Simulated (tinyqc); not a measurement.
Inside a calculation. Method: CCD on RHF in the sto-3g basis, for HF, spin multiplicity 1. One step of it, computed by the program tinyqc.

Task: CCD: starting amplitudes. t_ij^ab = <ij||ab> / (e_i + e_j - e_a - e_b), whose energy is MP2.

orbital energies (hartree): MO1 -25.896777, MO2 -1.484173, MO3 -0.596215, MO4 -0.465639, MO5 -0.465639, MO6 0.669694

Two-electron integrals over orbitals (pq|rs), unique and non-zero (hartree):
```
(11|11) 5.361797    (21|11) -0.499477   (21|21) 0.073776    (22|11) 1.192391
(22|21) -0.018694   (22|22) 0.857777    (31|11) 0.174644    (31|21) -0.023249
(31|22) 0.015313    (31|31) 0.024942    (32|11) -0.143878   (32|21) 0.009531
(32|22) -0.007365   (32|31) 0.021012    (32|32) 0.158573    (33|11) 1.033545
(33|21) -0.012105   (33|22) 0.765230    (33|31) -0.006605   (33|32) -0.059035
(33|33) 0.793618    (41|41) 0.029626    (42|41) 0.038727    (42|42) 0.178249
(43|41) -0.012530   (43|42) -0.045869   (43|43) 0.051875    (44|11) 1.264000
(44|21) -0.014240   (44|22) 0.874656    (44|31) 0.005056    (44|32) -0.076590
(44|33) 0.773053    (44|44) 0.997514    (51|51) 0.029626    (52|51) 0.038727
(52|52) 0.178249    (53|51) -0.012530   (53|52) -0.045869   (53|53) 0.051875
(54|54) 0.053770    (55|11) 1.264000    (55|21) -0.014240   (55|22) 0.874656
(55|31) 0.005056    (55|32) -0.076590   (55|33) 0.773053    (55|44) 0.889973
(55|55) 0.997514    (61|11) 0.181815    (61|21) -0.029557   (61|22) -0.000833
(61|31) -0.007305   (61|32) -0.025285   (61|33) 0.014530    (61|44) 0.004907
(61|55) 0.004907    (61|61) 0.027559    (62|11) -0.265837   (62|21) 0.005559
(62|22) -0.137328   (62|31) -0.020316   (62|32) -0.037344   (62|33) -0.045062
(62|44) -0.136784   (62|55) -0.136784   (62|61) 0.014593    (62|62) 0.099588
(63|11) -0.338602   (63|21) 0.006046    (63|22) -0.147686   (63|31) 0.002433
(63|32) 0.093033    (63|33) -0.131054   (63|44) -0.183388   (63|55) -0.183388
(63|61) -0.006612   (63|62) 0.060273    (63|63) 0.162049    (64|41) -0.011620
(64|42) -0.045324   (64|43) -0.012083   (64|64) 0.032183    (65|51) -0.011620
(65|52) -0.045324   (65|53) -0.012083   (65|65) 0.032183    (66|11) 0.896355
(66|21) -0.008775   (66|22) 0.692503    (66|31) 0.017374    (66|32) 0.076161
(66|33) 0.669360    (66|44) 0.655979    (66|55) 0.655979    (66|61) -0.010092
(66|62) -0.068973   (66|63) -0.011813   (66|66) 0.718598
```

Give: Starting amplitudes; correlation energy.

Result:

Starting amplitudes (spin orbitals 1a, 1b, ...; amplitudes related by a flip of all spins are not repeated):
```
from      to         t
3a 3b  6a 6b   -0.0640
2a 2b  6a 6b   -0.0231
2a 3b  6a 6b   -0.0176
5a 5b  6a 6b   -0.0142
4a 4b  6a 6b   -0.0142
1a 1b  6a 6b   -0.0005
1a 2b  6a 6b   -0.0005
1a 3b  6a 6b  2.38e-04
```

correlation energy = -0.015743 hartree
